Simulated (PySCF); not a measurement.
**Potential energy of AlO along the bond**

Set-up: basis Al pcseg-1, O pcseg-1; no relativity; PySCF 2.14. Energies in eV from Al + O in their ground configurations at the same level. State: ²Σ⁺ (doublet), unpaired electrons σ ↑.

All columns are PBE0. A positive dipole means Al(−)O(+).

| R (Å) | E (eV) | μ (D) | Mulliken charge on Al (basis-dependent) | HOMO (eV) | LUMO (eV) | Mayer bond order | ⟨S²⟩ |
| --- | --- | --- | --- | --- | --- | --- | --- |
| 1.411 | -3.461 | -3.96 | 0.66 | -7.56 | -4.18 | 2.08 | 0.75 |
| 1.477 | -4.227 | -4.07 | 0.64 | -7.64 | -4.27 | 2.07 | 0.76 |
| 1.542 | -4.639 | -4.14 | 0.63 | -7.72 | -4.33 | 2.03 | 0.76 |
| 1.592 | -4.779 | -4.16 | 0.62 | -7.77 | -4.36 | 1.98 | 0.76 |
| 1.641 | -4.813 | -4.16 | 0.62 | -7.81 | -4.38 | 1.92 | 0.76 |
| 1.690 | -4.767 | -4.15 | 0.61 | -7.75 | -4.38 | 1.85 | 0.76 |
| 1.756 | -4.620 | -4.11 | 0.60 | -7.62 | -4.36 | 1.74 | 0.76 |
| 1.838 | -4.352 | -4.08 | 0.59 | -7.46 | -4.28 | 1.58 | 0.77 |
| 1.936 | -3.972 | -4.11 | 0.58 | -7.25 | -4.12 | 1.39 | 0.77 |
| 2.068 | -3.440 | -4.30 | 0.57 | -6.94 | -3.87 | 1.18 | 0.78 |

A fit through these points gives, at Re = 1.635 Å, μ = -4.16 D and dμ/dR = 0.114 D/Å; the reduced mass is 10.04 u.

Task: How strong is the fundamental in the double-harmonic approximation, I = 42.26·(dμ/dR)²/μred km/mol?

Result: I = 42.26·(0.114)²/10.04 = 0.0547 km/mol at PBE0.

The state is the lowest determinant that a PBE0 search found; another state may lie lower at other levels.
